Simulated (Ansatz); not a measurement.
We consider rutile MnF₂, described by PBE (Ansatz, a first-principles code, PAW).

Numerical settings: plane-wave cutoff 520 eV, 8×8×10 k mesh (along the axes of the cell as run), spin-polarised with opposed moments, scalar-relativistic PAW data made under PBE.

Cell (relaxed at this level):

```cif
data_F4Mn2
_chemical_formula_sum 'Mn2 F4'
_space_group_name_H-M_alt 'P42/mnm'
_space_group_IT_number 136
_space_group_name_Hall '-P 4n 2n'
_cell_length_a 4.93675
_cell_length_b 4.93675
_cell_length_c 3.32077
_cell_angle_alpha 90.000
_cell_angle_beta 90.000
_cell_angle_gamma 90.000
loop_
_atom_site_label
_atom_site_type_symbol
_atom_site_symmetry_multiplicity
_atom_site_Wyckoff_symbol
_atom_site_fract_x
_atom_site_fract_y
_atom_site_fract_z
_atom_site_occupancy
Mn1 Mn 2 a 0.00000 0.00000 0.00000 1
F1 F 4 f 0.30349 0.30349 0.00000 1
```

### Question
Estimate the elastic constant C12, Young modulus, elastic constant C33, elastic constant C11, elastic constant C13, elastic constant C44 and elastic constant C66 that the calculation returns.

### Answer

- elastic constant C12 = 74.9 GPa
- Young modulus = 73.4 GPa
- elastic constant C33 = 150 GPa
- elastic constant C11 = 96.8 GPa
- elastic constant C13 = 68.8 GPa
- elastic constant C44 = 25.6 GPa
- elastic constant C66 = 61.3 GPa

Elastic constants are with the ions relaxed.

Static lattice: no zero-point or thermal effects.

It cost very roughly 50 core-minutes of CPU time.
